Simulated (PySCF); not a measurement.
**BF⁺: frontier orbitals**

PBE0 at R = 1.225 Å; B aug-pcseg-1, F aug-pcseg-1; no relativity (PySCF 2.14). State: ²Σ⁺ (doublet), unpaired electrons σ ↑. Only the outer orbitals are listed, counted within each symmetry.

```tsv
spin	orbital	occ.	ε (eV)	on B (%)	main shells (%)
α	3σ	1	-45.92	19	79 F s, 9 B s, 8 B p
α	4σ	1	-26.60	21	68 F p, 14 B s, 11 F s
α	1π	1	-23.98	11	88 F p, 10 B p
α	1π	1	-23.98	11	88 F p, 10 B p
α	5σ	1	-19.77	103	74 B s, 29 B p
α	2π	0	-10.66	95	95 B p
α	2π	0	-10.66	95	95 B p
β	3σ	1	-45.88	18	80 F s, 9 B s, 8 B p
β	4σ	1	-26.40	20	70 F p, 11 B s, 10 F s
β	1π	1	-24.00	9	91 F p
β	1π	1	-24.00	9	91 F p
β	5σ	0	-13.35	105	87 B s, 17 B p
β	2π	0	-8.88	96	96 B p
β	2π	0	-8.88	96	96 B p
```

Problem. Which are the highest filled and the lowest empty level, where do they sit, and how wide is the gap?

Solution. Highest filled α 5σ at -19.77 eV (in %: 74 B s, 29 B p); lowest empty β 5σ at -13.35 eV (in %: 87 B s, 17 B p); the gap at PBE0 is 6.42 eV.

- bond order (Mayer): 1.53
- ⟨S²⟩: 0.753
- charge on B (Mulliken, basis-dependent): 0.80
- charge on B (Löwdin, basis-dependent): 1.03
- dipole moment (positive dipole points towards F; it is taken about the centre of mass and depends on that origin): -3.45 D
- polarisability along the bond: 9.4 bohr³
- polarisability across the bond: 9.3 bohr³

Shares are Mulliken populations and can fall outside 0 to 100 %.

The state is the lowest determinant that a PBE0 search found; another state may lie lower at other levels.
